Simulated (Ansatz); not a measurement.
# C₃H₂ClF: how energies converge with the basis set

The task here is to estimate one member of a computed series from the others.

Method: one geometry, several basis sets; program: Ansatz 0.2.0, Gaussian basis.

The runs, in order: PBE0-D4/def2-SVP; ωB97M-V/def2-SVP; PBE0-D4/def2-QZVPP; ωB97M-V/def2-QZVPP; the functionals' def2-TZVPP values are taken from earlier runs.

### The geometry

An earlier PBE0-D4 in a triple-zeta def2 set relaxation fixed the geometry.

SMILES `FC1=CC1Cl`, 7 atoms, charge 0, spin multiplicity 1.

Atoms are counted from 1 here; the program's logs count them from 0.

Bond lengths: F1–C2 1.299 Å, C2–C3 1.288 Å, C2–C4 1.439 Å, C3–C4 1.503 Å, C3–H6 1.075 Å, C4–Cl5 1.797 Å, C4–H7 1.086 Å. Angles: F1–C2–C3 149.0°, F1–C2–C4 144.3°, C3–C2–C4 66.6°, C2–C3–C4 61.5°, C2–C3–H6 154.3°, C4–C3–H6 144.1°, C2–C4–C3 51.9°, C2–C4–Cl5 120.4°, C2–C4–H7 124.6°, C3–C4–Cl5 119.9°, C3–C4–H7 122.9°, Cl5–C4–H7 107.9°.

The first run:

in.yaml reads:

```yaml
crystal:
  periodic: [false, false, false]
  atoms:
    - {symbol: F, position_ang: [0.415953, -2.094463, -0.334423]}
    - {symbol: C, position_ang: [0.254769, -0.851449, 0.006887]}
    - {symbol: C, position_ang: [0.154652, 0.033261, 0.937234]}
    - {symbol: C, position_ang: [0.000685, 0.474118, -0.491641]}
    - {symbol: Cl, position_ang: [-1.623553, 0.912028, -1.122889]}
    - {symbol: H, position_ang: [0.123879, 0.365720, 1.959336]}
    - {symbol: H, position_ang: [0.734815, 1.092786, -1.000205]}
basis:
  gaussian: {orbitals: def2-SVP}
hamiltonian: {xc: pbe0, dispersion: d4}
output: {orbitals: {seedname: orbitals}}
```

Steps of the session up to this table: PBE0-D4 in def2-SVP; ωB97M-V in def2-SVP; PBE0-D4 in def2-QZVPP; ωB97M-V in def2-QZVPP.

One table of the session follows, with a row left open; its other results are not shown here.

It belongs to the step «Density functionals: the series». 

```
functional       basis  HOMO (eV)  LUMO (eV)
   PBE0-D4    def2-SVP      -7.98       0.04
   PBE0-D4  def2-TZVPP      -8.16      -0.17
   PBE0-D4  def2-QZVPP      -8.20      -0.27
   ωB97M-V    def2-SVP     -10.19       2.38
   ωB97M-V  def2-TZVPP     -10.32       2.04
   ωB97M-V  def2-QZVPP          ?          ?
```

Q: Estimate the row for ωB97M-V, def2-QZVPP from the others.

**Answer.** HOMO (eV): -10.37; LUMO (eV): 1.81. In the column «HOMO (eV)» it is the lowest.
